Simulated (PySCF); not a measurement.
## Identify the compound

Molecular formula: C₃H₄F₂O. Simulated spectra:

$^{1}$H NMR (400 MHz, computed): δ 6.65 (ddt, J = 16.3, 8.5, 2.3 Hz, 1H), 6.49 (t, J = 81.2 Hz, 1H), 4.54 (ddt, J = 16.3, 2.5, 2.0 Hz, 1H), 4.43 (ddt, J = 8.5, 2.5, 1.2 Hz, 1H).

$^{13}$C{$^{1}$H} NMR (computed): δ 156.0 (t, J = 2.2 Hz), 127.2 (t, J = 323.4 Hz), 96.2.

In vacuum, non-relativistic Hamiltonian, equivalent nuclei averaged, one conformer. Coordinates at the PBE0-D3(BJ)/def2-SVP level; couplings computed with B3LYP/pcJ-1 (spin–dipole term only in couplings to heteroatoms); GIAO PBE/pcSseg-2 shieldings; PySCF 2.14.0 with density-fitted response routines.

References, each an isolated molecule treated in the same way: $^{1}$H (σ = 31.18 ppm), $^{13}$C (σ = 179.39 ppm) against TMS.

Question: What is the structure?

Answer: 
1. The formula gives 1 degree of unsaturation (no ring in the answer).
2. 3 carbon signals for 3 carbons: no two carbons are equivalent.
3. Carbon types of the structure: 2 × CH, 1 × CH2, which accounts for all hydrogens.
4. δC 156.0: alkene carbon bearing oxygen; an sp2 carbon further deshielded by the attached heteroatom.
5. δC 127.2: sp3 CH bonded to 2 F and O; 3 electronegative neighbours deshield it.
6. δC 96.2: β carbon of an enol-ether or enamine type C=C; the O or N lone pair pushes π density onto this β carbon and shields it.
7. δH 6.65: hydrogen on an alkene carbon bearing oxygen; olefinic region.
8. δH 6.49: hydrogen on an sp3 CH bonded to 2 F and O; its carbon carries F and O, which withdraws density.
9. δH 4.54, 4.43: hydrogen on a β carbon of an enol-ether or enamine type C=C; lone-pair donation from O or N shields it, upfield of ordinary alkene protons.
10. The protons at 4.54 and 6.65 share a coupling of 16.3 Hz (vicinal, trans across C=C).
11. The protons at 4.43 and 6.65 share a coupling of 8.5 Hz (vicinal, cis across C=C).

Structure: `C=COC(F)F`.

The shifts were computed for this structure.

C–F couplings over four or more bonds (about 3 Hz to the para carbon of a fluoroarene) are left out. Common functionals overestimate the size of one-bond C–F couplings by tens of Hz; these are unscaled. Multiplet labels drop couplings under 1 Hz and merge nearly equal ones. Unscaled 3J(H,H) at this level run about 10 % above measured values. Shifts are as computed, not scaled to solution data. Of 1211 compounds with measured shifts, 218 miss one by over three times the rms of a fit or turn the order of signals round; such compounds aren't used in these exercises.
